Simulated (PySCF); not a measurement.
Compound: C5H7F.
InChI=1S/C5H7F/c6-2-5-3-1-4(3)5/h3-5H,1-2H2/t3-,4+,5+

Torsions of this conformer, `[F:1][CH2:2][C@@H:3]1[C@H:4]2[CH2:5][C@@H:6]12`: F1–C2–C3–C4 156°.

The closed-shell ground state was solved at several levels (PySCF, density fitting, gas phase, non-relativistic). The structure is a single GFN2-xTB conformer in the gas phase; no vibrational or solvent corrections.

| level | basis functions | HOMO (eV) | LUMO (eV) | gap (eV) | dipole (D) |
| --- | --- | --- | --- | --- | --- |
| PBE0/pcSseg-1 | 137 | -7.46 | 1.73 | 9.19 | 2.14 |
| B3LYP/pcJ-1 | 232 | -7.23 | 1.41 | 8.64 | 2.13 |

(1) What might CAM-B3LYP/def2-SVPD (179 basis functions) give for the same quantities?

(2) Over all these levels, which gives the widest orbital gap and which the narrowest?

(3) How far do the dipole and the HOMO energy spread over the levels?

Answers

(1) HOMO -8.86 eV, LUMO 1.56 eV, gap 10.42 eV, dipole 2.22 D.

(2) CAM-B3LYP/def2-SVPD (range-separated hybrid) has the widest, 10.42 eV, and B3LYP/pcJ-1 (global hybrid, 20 % exact exchange) the narrowest, 8.64 eV. Functional and basis both differ between the two, so the spread mixes both effects.

(3) The dipole runs from 2.13 to 2.22 D (mean 2.16 D) and the HOMO from -8.86 to -7.23 eV.
